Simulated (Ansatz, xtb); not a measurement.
Relative energy of two isomers of C2H4OS2

Structure I is `S[C@@H]1O[C@@H]1S`, a singlet and structure II is `SC1(S)CO1`, a singlet. Both are isolated molecules in the gas phase, relaxed with r2SCAN-D4/def2-SVP; the shapes shown needn't be the lowest conformers.

I (Å):

| atom | x (Å) | y (Å) | z (Å) |
| --- | --- | --- | --- |
| C | -1.0088 | 0.4645 | -0.8723 |
| C | -0.1689 | -0.5416 | -1.5391 |
| O | -1.0734 | 0.2806 | -2.2729 |
| S | -2.4484 | 0.1232 | 0.1450 |
| S | -0.5324 | -2.2874 | -1.3143 |
| H | -2.7665 | -1.0321 | -0.4826 |
| H | -0.5396 | 1.4008 | -0.5357 |
| H | 0.8929 | -0.3252 | -1.7243 |
| H | -0.0825 | -2.6605 | -2.5334 |

II (Å):

| atom | x (Å) | y (Å) | z (Å) |
| --- | --- | --- | --- |
| C | -0.7876 | -0.5554 | -1.0732 |
| C | -1.1220 | 0.7761 | -1.6026 |
| O | -0.5757 | 0.5908 | -0.2941 |
| S | -2.0697 | -1.6093 | -0.3401 |
| S | 0.6438 | -1.3865 | -1.7964 |
| H | -2.1035 | -2.4959 | -1.3597 |
| H | 0.9140 | -2.1327 | -0.7008 |
| H | -2.1771 | 1.0755 | -1.6372 |
| H | -0.4454 | 1.2540 | -2.3245 |

Quicker runs give these differences E(II) − E(I): GFN2-xTB −0.003 eV; HF/STO-3G +0.049 eV (at GFN2-xTB geometries); r2SCAN-D4/def2-SVP//GFN2-xTB +0.073 eV.

Problem. Which of the two would you expect CCSD(T)/def2-SVP + ΔMP2/def2-TZVPP electronic energies to favour?

Solution. CCSD(T)/def2-SVP + ΔMP2/def2-TZVPP gives E(II) − E(I) = +0.037 eV, slightly favouring structure I, which is too small a margin to settle the true order.

How the difference moves with the method:

```json
{"level": "GFN2-xTB", "geometry": "GFN2-xTB", "E(II) − E(I) (eV)": "−0.003", "departure from the last row (eV)": "−0.040", "job, with rough time for the two": "optimisation, 1.1 s"}
{"level": "HF/STO-3G", "geometry": "GFN2-xTB", "E(II) − E(I) (eV)": "+0.049", "departure from the last row (eV)": "+0.011", "job, with rough time for the two": "single point, 2.5 s"}
{"level": "r2SCAN-D4/def2-SVP//GFN2-xTB", "geometry": "GFN2-xTB", "E(II) − E(I) (eV)": "+0.073", "departure from the last row (eV)": "+0.036", "job, with rough time for the two": "single point, 13 s"}
{"level": "r2SCAN-D4/def2-SVP", "geometry": "r2SCAN-D4/def2-SVP", "E(II) − E(I) (eV)": "+0.055", "departure from the last row (eV)": "+0.017", "job, with rough time for the two": "optimisation, 2.5 min"}
{"level": "HF/def2-SVP", "geometry": "r2SCAN-D4/def2-SVP", "E(II) − E(I) (eV)": "+0.017", "departure from the last row (eV)": "−0.020", "job, with rough time for the two": "part of the CCSD(T) run"}
{"level": "MP2/def2-SVP", "geometry": "r2SCAN-D4/def2-SVP", "E(II) − E(I) (eV)": "+0.009", "departure from the last row (eV)": "−0.028", "job, with rough time for the two": "part of the CCSD(T) run"}
{"level": "CCSD(T)/def2-SVP", "geometry": "r2SCAN-D4/def2-SVP", "E(II) − E(I) (eV)": "+0.017", "departure from the last row (eV)": "−0.020", "job, with rough time for the two": "single point"}
{"level": "CCSD(T)/def2-SVP + ΔMP2/def2-TZVPP", "geometry": "r2SCAN-D4/def2-SVP", "E(II) − E(I) (eV)": "+0.037", "departure from the last row (eV)": "", "job, with rough time for the two": "single point, 93 s"}
```

As drawn, both hold the same kinds of bond in the same numbers.

The largest departure from CCSD(T)/def2-SVP + ΔMP2/def2-TZVPP is that of GFN2-xTB, 0.040 eV. The last row adds to CCSD(T) the change of the MP2 difference between the two basis sets, here +0.020 eV.

With harmonic frequencies from r2SCAN-D4/def2-SVP (ideal gas, rigid rotor, one conformer each, 298.15 K, 1 atm): on the last row, ΔE + ΔZPE = +0.033, ΔH = +0.032, ΔG = +0.041 eV.

The correlated steps freeze 13 core orbitals. Programs: Ansatz 0.2.0, xtb 6.7.1; the last row on 2 threads of AMD EPYC (Zen 3) on a shared host.
